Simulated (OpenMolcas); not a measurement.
**HCl (hydrogen chloride) at OLYP/def2-TZVP**

Aim: the energy change on altering one bond length of HCl (hydrogen chloride) at OLYP/def2-TZVP, from 2 runs. 

Program for the calculation: OpenMolcas 26.06.

## (1) The structure to begin with

HCl: 2 atoms, total charge 0, spin state singlet. As SMILES, `Cl`. The coordinates come from a PBE0-D4/def2-TZVP relaxation.

Bond lengths: Cl1–H2 1.279 Å.

## (2) Energy and gradient at OLYP/def2-TZVP

Input file job.input:

```
* ClH Kohn-Sham DFT

&GATEWAY
  BasLib = $CurrDir
  Coord
  2
  bohr
  Cl     1.03179046    -0.33731611     0.53063510
  H     -1.03179046     0.33731611    -0.53063510
  Basis = def2-TZVP
  Group = NoSym

&SEWARD

&SCF
  KSDFT = OLYP
  PrOrbitals = 1 1

&ALASKA
```

The basis set def2-TZVP is read from a file made from the Basis Set Exchange's data (not shown).

Run with:

```
$ export MOLCAS_MEM=1860
$ pymolcas job.input > job.log
```

Standard output:

```text
--- Start Module: gateway ---
[...]
--- Stop Module: gateway /rc=_RC_ALL_IS_WELL_ ---
[...]
      Basis functions           43
[...]
--- Start Module: scf ---
[...]
       Convergence after   9 Iterations
[...]
::    Total KS-DFT energy                            -460.8394134119
[...]
      Total spin, S                                     0.0000000000
[...]
      Total electronic charge=   18.000000
      Total            charge=   -0.000000
[...]
      Dipole Moment (debye):
      Origin of the operator (angstrom)=    0.5154   -0.1685    0.2651
                   X= -1.0320E+00               Y=  3.3737E-01               Z= -5.3072E-01           Total=  1.2085E+00
      Quadrupole Moment (debye*angstrom):
[...]
--- Stop Module: scf /rc=_RC_ALL_IS_WELL_ ---
[...]
--- Start Module: alaska ---
[...]
 *              Molecular gradients               *
 **************************************************
  Irreducible representation: a
 ------------------------------------------------------------------------------------------
                              X                       Y                       Z
 ------------------------------------------------------------------------------------------
  CL1              -1.95148792921440E-03    6.37986434994353E-04   -1.00362237565976E-03
  H2                1.95148792921529E-03   -6.37986434995019E-04    1.00362237565976E-03
 ------------------------------------------------------------------------------------------
--- Stop Module: alaska /rc=_RC_ALL_IS_WELL_ ---
[...]
```

It took 2.6 s on 1 thread of Arm Neoverse V1, shared host; peak memory 0.38 GiB.

## (3) The distorted shape, same level

Input file job.inp:

```
* ClH Kohn-Sham DFT

&GATEWAY
  BasLib=$CurrDir
  Coord
  2
  bohr
  Cl     0.82541158    -0.26984722     0.42449863
  H     -1.03179046     0.33731611    -0.53063510
  Basis=def2-TZVP
  Group=NoSym

&SEWARD

&SCF
  KSDFT=OLYP
  PrOrbitals=1 1

&ALASKA
```

The basis set def2-TZVP is read from a file made from the Basis Set Exchange's data (not shown).

Run with:

```
$ export MOLCAS_MEM=1860
$ pymolcas job.inp > job.log
```

Standard output:

```text
--- Start Module: gateway ---
[...]
--- Stop Module: gateway /rc=_RC_ALL_IS_WELL_ ---
[...]
      Basis functions           43
[...]
--- Start Module: scf ---
[...]
       Convergence after   9 Iterations
[...]
::    Total KS-DFT energy                            -460.8266729932
[...]
      Total spin, S                                     0.0000000000
[...]
      Total electronic charge=   18.000000
      Total            charge=   -0.000000
[...]
      Dipole Moment (debye):
      Origin of the operator (angstrom)=    0.4093   -0.1338    0.2105
                   X= -9.3803E-01               Y=  3.0666E-01               Z= -4.8242E-01           Total=  1.0985E+00
      Quadrupole Moment (debye*angstrom):
[...]
--- Stop Module: scf /rc=_RC_ALL_IS_WELL_ ---
[...]
--- Start Module: alaska ---
[...]
 *              Molecular gradients               *
 **************************************************
  Irreducible representation: a
 ------------------------------------------------------------------------------------------
                              X                       Y                       Z
 ------------------------------------------------------------------------------------------
  CL1              -9.93767224280013E-02    3.24886040476571E-02   -5.11080956857120E-02
  H2                9.93767224279996E-02   -3.24886040476562E-02    5.11080956857124E-02
 ------------------------------------------------------------------------------------------
--- Stop Module: alaska /rc=_RC_ALL_IS_WELL_ ---
[...]
```

It took 2.6 s on 1 thread of Arm Neoverse V1, shared host; peak memory 0.38 GiB.

## (4) What came out

Level: OLYP/def2-TZVP.

```
                                                          quantity          value
                                         first shape: total energy  -460.83941 Eh
                                        first shape: dipole moment         1.21 D
                                          first shape: HOMO energy       -7.80 eV
                                          first shape: LUMO energy       -0.67 eV
                                        first shape: HOMO–LUMO gap        7.12 eV
                             first shape: largest force on an atom     0.118 eV/Å
                                     distorted shape: total energy  -460.82667 Eh
                                    distorted shape: dipole moment         1.10 D
                                      distorted shape: HOMO energy       -7.90 eV
                                      distorted shape: LUMO energy        0.21 eV
                                    distorted shape: HOMO–LUMO gap        8.10 eV
                         distorted shape: largest force on an atom     5.984 eV/Å
energy change with the Cl1–H2 bond shortened from 1.279 to 1.151 Å       0.347 eV
```

What this shows: With the Cl1–H2 bond shortened from 1.279 to 1.151 Å the energy rises by 0.35 eV (8.0 kcal/mol). The first shape isn't relaxed at this level, so the change isn't measured from a minimum.
